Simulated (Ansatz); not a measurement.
A calculation with Ansatz (development build ahead of 0.2.0).

```yaml
crystal:
  periodic: [false, false, false]
  atoms:
    - { symbol: O, position_ang: [0.05364, -0.04202, 0.12665] }
    - { symbol: O, position_ang: [-0.86386, 0.64056, 0.18085] }
    - { symbol: O, position_ang: [3.52395, 0.35284, 0.08377] }
    - { symbol: H, position_ang: [3.47911, 0.31619, 1.05119] }
    - { symbol: H, position_ang: [4.08287, 1.09044, -0.11274] }
basis:
  gaussian: { orbitals: def2-SVP }
magnetization:
  spin_polarized: true
  initial_magnetization: 2
hamiltonian:
  xc: hf
output:
  forces: true
```

The input is written out in the form of the current development build from the run's settings.

Results

- Converged: yes
- Total energy: -225.45678 hartree
- Spin squared of the determinant: 2.030
- Stability test: minimum

Forces (eV/Å):
| atom | Fx | Fy | Fz |
| --- | --- | --- | --- |
| O1 | 0.891 | -0.668 | -0.045 |
| O2 | -0.887 | 0.667 | 0.048 |
| O3 | -0.065 | -0.047 | 1.304 |
| H4 | 0.091 | 0.090 | -1.373 |
| H5 | -0.030 | -0.041 | 0.067 |
